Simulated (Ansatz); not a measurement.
Ge(SeO₃)₂ (P2₁/c, No. 14; cell taken from a computed entry)

Method: r²SCAN in Ansatz (PAW).

Numerical settings: plane-wave cutoff 560 eV, 8×6×6 k mesh (along the axes of the cell as run), Fermi–Dirac smearing 0.01 eV, scalar-relativistic PAW data made under PBE.

Cell (relaxed with PBEsol):

```cif
data_Ge2O12Se4
_chemical_formula_sum 'Ge2 Se4 O12'
_space_group_name_H-M_alt 'P21/c'
_space_group_IT_number 14
_space_group_name_Hall '-P 2ybc'
_cell_length_a 5.07722
_cell_length_b 6.78311
_cell_length_c 8.84005
_cell_angle_alpha 90.000
_cell_angle_beta 124.089
_cell_angle_gamma 90.000
loop_
_space_group_symop_operation_xyz
  'x, y, z'
  '-x, -y, -z'
  '-x, y+1/2, -z+1/2'
  'x, -y+1/2, z+1/2'
loop_
_atom_site_label
_atom_site_type_symbol
_atom_site_symmetry_multiplicity
_atom_site_Wyckoff_symbol
_atom_site_fract_x
_atom_site_fract_y
_atom_site_fract_z
_atom_site_occupancy
Ge1 Ge 2 a 0.00000 0.00000 0.00000 1
Se1 Se 4 e 0.68337 0.17522 0.19852 1
O1 O 4 e 0.70680 0.16329 0.00937 1
O2 O 4 e 0.19432 0.91753 0.24546 1
O3 O 4 e 0.28173 0.22068 0.08258 1
```

```yaml
band_gap: 4.69 eV (indirect)
smallest_direct_gap_on_the_k_points_sampled: 4.74 eV
"Γ–Γ gap": 4.77 eV
```

Note: cell and atoms aren't relaxed at this level (largest force component 0.42 eV/Å, pressure -2.0 GPa).

Spin–orbit coupling is not included.

Static lattice: no zero-point or thermal effects.

Cost on a shared machine: around 5 core-minutes (rough).

Ansatz is a first-principles code.
